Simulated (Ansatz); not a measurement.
# AlClO (triplet): from Hartree-Fock to the top rungs, def2-TZVPP

The task here is to estimate one member of a computed series from the others.

Method: def2-TZVPP, core rule «outside noble gas», up to 11 orbitals frozen; program: Ansatz 0.2.0, Gaussian basis.

The runs, in order: UHF; ROHF; CCSD(T) on UHF.

2 further runs of the same task are left out: 2 set aside as unsound or not needed.

## The geometry

The geometry is a PBE0/def2-TZVP stationary point (not a proven minimum).

3 atoms, charge 0, spin multiplicity 3.

Atoms are counted from 1 here; the program's logs count them from 0.

Bond lengths: Al1–O2 1.750 Å, Al1–Cl3 2.102 Å. Angles: O2–Al1–Cl3 112.3°.

Coordinates:

```xyz
3

Al    0.0000   -0.6181    0.6255
O     0.0000    0.6226    1.8602
Cl    0.0000    0.1894   -1.3155
```

Set-up of the first run:

Input file in.yaml:

```yaml
crystal:
  periodic: [false, false, false]
  atoms:
    - {symbol: Al, position_ang: [0.000000, -0.618067, 0.625527]}
    - {symbol: O, position_ang: [0.000000, 0.622582, 1.860209]}
    - {symbol: Cl, position_ang: [0.000000, 0.189419, -1.315542]}
basis:
  gaussian: {orbitals: def2-TZVPP}
magnetization: {spin_polarized: true, initial_magnetization: 2}
hamiltonian: {xc: hf}
output: {orbitals: {seedname: orbitals}}
```

Command:

```sh
ansatz run in.yaml --threads 1 --pin off --events-out ev --progress --plain --max-ram 4096MiB --backend cpu
```

Steps of the session up to this table: UHF; ROHF; CCSD(T) on UHF.

One of the session's tables, all rows but one given; the rest of the session is left out.

| method | from UCCSD(T) (kJ/mol) |
| --- | --- |
| ROHF | ? |
| UHF | +1225.4 |
| UMP2 | +124.2 |
| UCCSD | +44.9 |
| UCCSD(T) | 0 |

**Question.** Estimate the row for ROHF.

**Answer.** from UCCSD(T) (kJ/mol): +1239.9. In the column «from UCCSD(T) (kJ/mol)» it is the highest.

With the free atoms at the same levels and basis (separate runs), the atomisation energy is 7.532 eV at UCCSD(T), 6.021 eV at ROHF.
